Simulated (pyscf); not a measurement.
Optimised with ωB97X-D3(BJ)/def2-SVP in PySCF.

Question: HN=N–SiH₃ (SMILES N=N[SiH3]) + H• (SMILES [H]) -> •N=NH (SMILES [N]=N) + SiH₄ (SMILES [SiH4])
Surface: doublet. Broken: N–Si. Formed: H–Si. Give ΔE‡ and ΔE from ωB97X-D3(BJ)/def2-TZVP, relative to the separated reactants.

Answer: ΔE‡ = 3.4 kcal/mol, ΔE = -46.1 kcal/mol. ωB97M-D3(BJ)/def2-TZVP gives 3.3 kcal/mol and -46.2 kcal/mol. Zero-point energy shifts the barrier by +0.5 kcal/mol. It is a substitution at Si, with an imaginary mode of 709i cm⁻¹. From the product side, N≡N + H• + SiH₄ lies, by one bond made or cut, 51.4 kcal/mol under this saddle at ωB97M-D3(BJ). HN=N–SiH₃ lies 71.5 kcal/mol over its isomer H₂N–Si:–NH₂ [singlet] (electronic energy, ωB97M-D3(BJ)). This is the saddle that the search found; another between the same sides may lie lower. The angle at the attacked Si is 174°.
